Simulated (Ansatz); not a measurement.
**C₄H₃Cl: basis-set convergence**

How large a basis does C₄H₃Cl need? Two functionals are run in growing sets.

Computed with Ansatz 0.2.0, Gaussian basis. Level: one geometry, several basis sets.

The runs, in order: PBE0-D4/def2-SVP; ωB97M-V/def2-SVP; PBE0-D4/def2-QZVPP; ωB97M-V/def2-QZVPP; the functionals' def2-TZVPP values are taken from earlier runs.

## 1. The geometry

An earlier PBE0-D4 in a triple-zeta def2 set relaxation fixed the geometry.

8 atoms, charge 0, spin multiplicity 1.

Atoms are counted from 1 here; the program's logs count them from 0.

Bond lengths: Cl1–C2 1.688 Å, C2–C3 1.328 Å, C2–C5 1.564 Å, C3–C4 1.566 Å, C3–H6 1.079 Å, C4–C5 1.326 Å, C4–H7 1.081 Å, C5–H8 1.079 Å. Angles: Cl1–C2–C3 135.7°, Cl1–C2–C5 132.4°, C3–C2–C5 91.9°, C2–C3–C4 88.0°, C2–C3–H6 136.1°, C4–C3–H6 135.9°, C3–C4–C5 91.9°, C3–C4–H7 133.3°, C5–C4–H7 134.8°, C2–C5–C4 88.2°, C2–C5–H8 134.8°, C4–C5–H8 137.0°.

## 2. PBE0-D4 in def2-SVP

in.yaml reads:

```yaml
crystal:
  periodic: [false, false, false]
  atoms:
    - {symbol: Cl, position_ang: [-1.472634, -0.605376, 2.060556]}
    - {symbol: C, position_ang: [-0.480135, -0.166336, 0.767770]}
    - {symbol: C, position_ang: [0.488519, 0.720166, 0.571440]}
    - {symbol: C, position_ang: [0.596546, 0.195446, -0.899735]}
    - {symbol: C, position_ang: [-0.370783, -0.689834, -0.701681]}
    - {symbol: H, position_ang: [0.985294, 1.472574, 1.163311]}
    - {symbol: H, position_ang: [1.223539, 0.463486, -1.738389]}
    - {symbol: H, position_ang: [-0.878248, -1.447126, -1.278772]}
basis:
  gaussian: {orbitals: def2-SVP}
hamiltonian: {xc: pbe0, dispersion: d4}
output: {orbitals: {seedname: orbitals}}
```

Further steps of the session: ωB97M-V in def2-SVP; PBE0-D4 in def2-QZVPP; ωB97M-V in def2-QZVPP.

**Question.** What will the summary of the whole plan be? Wanted: PBE0-D4: double and triple zeta above quadruple; ωB97M-V: double and triple zeta above quadruple.

The runs gave:

| quantity | value |
| --- | --- |
| PBE0-D4: double and triple zeta above quadruple | 9.47, 0.59 eV |
| ωB97M-V: double and triple zeta above quadruple | 9.56, 0.56 eV |

For PBE0-D4 the step from double to triple zeta gains 8.88 eV and the next only 0.59 eV. Total energies overstate the basis error of differences, where much of it tends to cancel.
